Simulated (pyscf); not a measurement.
Single points on ωB97X-D3(BJ)/def2-SVP structures (PySCF, gas phase).

Estimate by transition-state theory the rate constant of •H₂C–Al(OH)–OH + H₂ → H₃C–Al(OH)–OH + H• (doublet surface; H–H broken, C–H formed) at 600 K, with ωB97M-D3(BJ)/def2-TZVP energies (ideal gas, 1 atm, RRHO with modes under 100 cm⁻¹ raised to 100, one conformer, R ln 2 for chiral ones without a mode under 150 cm⁻¹; no tunnelling).

The electronic barrier is 12.3 kcal/mol and the thermal terms add +14.9, so ΔG‡ = 27.2 kcal/mol. With k_BT/h = 1.25e+13 s⁻¹ and RT = 1.192 kcal/mol, and a volume of 8.18e-20 cm³ per molecule at 1 atm, k = 1.2e-16 cm³ molecule⁻¹ s⁻¹. Wigner's tunnelling factor for 1445i cm⁻¹ would be 1.50, likely too low at so high a frequency. A shift of 1 kcal/mol in the barrier changes k by a factor 2.3. This is the saddle that the search found; another between the same sides may lie lower. The angle at the transferred H is 172°.
